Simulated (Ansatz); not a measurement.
**Mg₂H₂O (SMILES [OH][Mg][MgH]): one structure at several levels**

An exercise on one series of results from a longer session: the logs are not shown, and one member is left open.

Method: single points in def2-TZVPP; program: Ansatz 0.2.0, Gaussian basis.

Correlated methods freeze the cores. The outer core shell of Li, Na, Mg and K is correlated.

## Where the work starts

SMILES `[OH][Mg][MgH]`, 5 atoms, charge 0, spin multiplicity 1.

Atoms are counted from 1 here; the program's logs count them from 0.

Bond lengths: O1–Mg2 1.696 Å, O1–H4 0.944 Å, Mg2–Mg3 2.561 Å, Mg3–H5 1.700 Å. Angles: Mg2–O1–H4 174.0°, O1–Mg2–Mg3 135.0°, Mg2–Mg3–H5 174.8°.

As a file:

```xyz
5
charge 0, multiplicity 1
O    -1.9542   -0.2771   -0.4845
Mg   -0.4742   -0.7744    0.1788
Mg    1.8402    0.2902    0.4449
H    -2.8146   -0.0865   -0.8224
H     3.4167    0.8719    0.7022
```

The first run:

run/in.yaml

```yaml
crystal:
  periodic: [false, false, false]
  atoms:
    - {symbol: O, position_ang: [-1.954200, -0.277100, -0.484500]}
    - {symbol: Mg, position_ang: [-0.474200, -0.774400, 0.178800]}
    - {symbol: Mg, position_ang: [1.840200, 0.290200, 0.444900]}
    - {symbol: H, position_ang: [-2.814600, -0.086500, -0.822400]}
    - {symbol: H, position_ang: [3.416700, 0.871900, 0.702200]}
basis:
  gaussian: {orbitals: def2-TZVPP}
correlation: {method: ccsd_t}
output: {forces: true}
```

The command line of these runs was not kept.

Among the steps run: CCSD(T)/def2-TZVPP; PBE0-D4/def2-TZVPP; wB97M-V/def2-TZVPP; r2SCAN-D4/def2-TZVPP; PBE-D4/def2-TZVPP; LC-wPBE/def2-TZVPP; BLYP-D4/def2-TZVPP.

One table of the session follows, with a row left open; its other results are not shown here.

| method | RMS force component (eV/Å) | angle to CCSD(T) forces (°) | dipole (D) |
| --- | --- | --- | --- |
| CCSD(T) | 0.642 | reference | 1.98 |
| PBE0-D4 | 0.645 | 3.8 | 1.88 |
| wB97M-V | 0.661 | 6.6 | 1.97 |
| r2SCAN-D4 | ? | ? | ? |
| PBE-D4 | 0.653 | 16.4 | 1.69 |
| LC-wPBE | 0.659 | 2.3 | 2.14 |
| BLYP-D4 | 0.679 | 17.8 | 1.69 |

Q: Estimate the row for r2SCAN-D4 from the others.

As computed: RMS force component (eV/Å): 0.645; angle to CCSD(T) forces (°): 4.7; dipole (D): 1.91.
